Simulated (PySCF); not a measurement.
# Adding and removing an electron: AlF

RHF-CCSD(T); Al pcseg-1, F pcseg-1; no relativity (PySCF 2.14). Neutral (RHF): singlet (closed shell), Re = 1.694 Å, ωe = 788 cm⁻¹, De = 6.54 eV.

AlF⁺ (UHF): doublet (σ ↑), Re = 1.636 Å, ωe = 914 cm⁻¹, De = 2.68 eV to Al⁺ + F. The energies at the minima are -341.61556 hartree for AlF and -341.26705 for AlF⁺.

Work out the adiabatic ionisation energy, without and with harmonic zero-point energies (1 hartree = 27.2114 eV, 1 eV = 8065.5 cm⁻¹), and the change of the bond length.

At CCSD(T): 0.34851 hartree = 9.483 eV between the minima; the zero-point term (914.0 − 788.0)/2 cm⁻¹ = +0.008 eV makes it 9.491 eV. Re changes by -5.8 pm against the neutral. The electron leaves a σ orbital, and the shorter bond of the ion fits an antibonding orbital, or a change in how ionic the bond is.

Correlated steps freeze 6 core orbitals. Correlated levels converge slowly with the basis: in double zeta they bind strong bonds too weakly, by up to about 1 eV, and carry superposition errors of some tenths. For an ion De counts to the pair picked by the measured ionisation energies or electron affinities, which need not be the lowest pair at this level. Where the molecule has an RHF reference, its open-shell atoms are computed with UHF. States were picked by a PBE0 search and need not be the measured ground states.

Neutral and ion stand on different kinds of reference determinant, which adds to the error of the difference.
